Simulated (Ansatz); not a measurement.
Relative stability

Two relaxed structures of CH$_{4}$BN, closed shell (PBE0-D4/def2-TZVP; forces vanish, vibrations not checked).

A:

B1  (-0.520, 0.768, -0.674)
C2  (-0.088, -0.169, 0.450)
N3  (0.239, -0.879, 1.302)
H4  (-0.972, 0.053, -1.541)
H5  (-1.351, 1.503, -0.188)
H6  (0.483, 1.352, -1.019)
H7  (0.519, -1.490, 2.036)
(Å)

B:

B1  (-0.897, 0.363, -0.600)
C2  (0.343, 0.080, 0.311)
N3  (0.859, -1.089, 0.298)
H4  (-1.321, -0.523, -1.276)
H5  (-1.406, 1.445, -0.616)
H6  (0.761, 0.872, 0.949)
H7  (1.661, -1.149, 0.933)
(Å)

Ansatz 0.2.0; basis: def2-TZVPP; cores frozen in the correlated methods. B3LYP uses VWN-RPA correlation.

Q: Which structure is lower at CCSD(T), and by how much? (An estimate is asked for; the value comes from the calculation.)

A: By the calculation: A, by 0.240 eV (electronic energy, against the other). By their contacts, A is CH₄BN ([BH3][C][NH]) and B is CH₄BN ([BH2][CH][NH]).

Q: Do the other methods give the same order? (A judgement: the text doesn't fix the answer.)

A: The calculation gives: Not all: HF gives the other order.

| method | E(B) − E(A) (eV) |
| --- | --- |
| PBE-D4 | 0.563 |
| r2SCAN-D4 | 0.526 |
| PBE0-D4 | 0.417 |
| B3LYP-D4 | 0.368 |
| wB97M-V | 0.357 |
| HF | -0.036 |
| MP2 | 0.330 |
| CCSD | 0.181 |
| CCSD(T) | 0.240 |

T1 diagnostic: at most 0.016. The restricted Hartree–Fock reference is unstable towards an unrestricted one at one or more of these structures.

Labels in which every atom is bracketed show which atoms are joined, not bond orders.

For scale, one of the runs: CCSD(T)/def2-TZVPP, 149 basis functions, launched by `ansatz run in.yaml --threads 2 --pin off --events-out ev --progress --plain --max-ram 4352MiB`. Time: 11 s of wall clock on 2 CPU threads of an Arm Neoverse V2; the host was shared. Peak host memory: 0.97 GiB.
